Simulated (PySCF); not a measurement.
Family: cyclo[n]carbon rings. Isolated molecules, 0 K electronic values unless said otherwise. Each species was relaxed from one start; no search for lower structures was made at this level. Strings in code marks are SMILES.

Method: PBE0-D3(BJ)/def2-SVP // CAM-B3LYP-D3(BJ)/def2-SVP run with PySCF. All candidates: neutral, multiplicity 1. Delta-SCF ions had no search for a lower state. Excitations are Tamm–Dancoff values on a coarser integration grid. The basis has no diffuse functions, so Rydberg states are missing or too high.

```
Quantity                                   Value
--------------------------------------  --------
LUMO                                    -3.74 eV
vertical ionisation energy (Delta-SCF)   7.92 eV
S1 excitation (TDA)                      1.59 eV
```

Task: Name which member has these values.
A. cyclo[20]carbon `C1#CC#CC#CC#CC#CC#CC#CC#CC#CC#C1`
B. cyclo[12]carbon `C1#CC#CC#CC#CC#CC#C1`
C. cyclo[16]carbon `C1#CC#CC#CC#CC#CC#CC#CC#C1`
D. cyclo[10]carbon `c1c#cc#cc#cc#cc#1`

Result: C, cyclo[16]carbon `C1#CC#CC#CC#CC#CC#CC#CC#C1`. The others give cyclo[20]carbon `C1#CC#CC#CC#CC#CC#CC#CC#CC#CC#C1`: -3.86 eV, 7.75 eV, 1.62 eV; cyclo[12]carbon `C1#CC#CC#CC#CC#CC#C1`: -3.78 eV, 8.33 eV, 1.67 eV; cyclo[10]carbon `c1c#cc#cc#cc#cc#1`: -2.18 eV, 9.54 eV, 4.15 eV
